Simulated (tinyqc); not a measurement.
CCD on RHF in the sto-3g basis, frozen core, for H2O, spin multiplicity 1, step by step. One step of it, computed by the program tinyqc.

Question. Orthogonalisation. S = U s U^T; symmetric (Loewdin) form X = U s^(-1/2) U^T, so that X^T S X = 1.

overlap S:
```
           1O 1s     1O 2s    1O 2px     1O 2py    1O 2pz     2H 1s      3H 1s
1O 1s   1.000000  0.236704  0.000000   0.000000  0.000000  0.039392   0.042931
1O 2s   0.236704  1.000000  0.000000   0.000000  0.000000  0.392381   0.413982
1O 2px  0.000000  0.000000  1.000000   0.000000  0.000000  0.000000   0.000000
1O 2py  0.000000  0.000000  0.000000   1.000000  0.000000  0.250314  -0.260327
1O 2pz  0.000000  0.000000  0.000000   0.000000  1.000000  0.237023   0.246374
2H 1s   0.039392  0.392381  0.000000   0.250314  0.237023  1.000000   0.236783
3H 1s   0.042931  0.413982  0.000000  -0.260327  0.246374  0.236783   1.000000
```

Give: eigenvalues of S; X.

Answer.

eigenvalues of S: 0.415  0.503  0.878  1.000  1.110  1.261  1.832

X:
```
         1O 1s   1O 2s  1O 2px  1O 2py  1O 2pz   2H 1s   3H 1s
1O 1s    1.024  -0.138   0.000   0.000  -0.009   0.019   0.020
1O 2s   -0.138   1.170   0.000  -0.006   0.086  -0.220  -0.241
1O 2px   0.000   0.000   1.000   0.000   0.000   0.000   0.000
1O 2py   0.000  -0.006   0.000   1.070  -0.003  -0.171   0.180
1O 2pz  -0.009   0.086   0.000  -0.003   1.051  -0.131  -0.141
2H 1s    0.019  -0.220   0.000  -0.171  -0.131   1.138  -0.086
3H 1s    0.020  -0.241   0.000   0.180  -0.141  -0.086   1.155
```
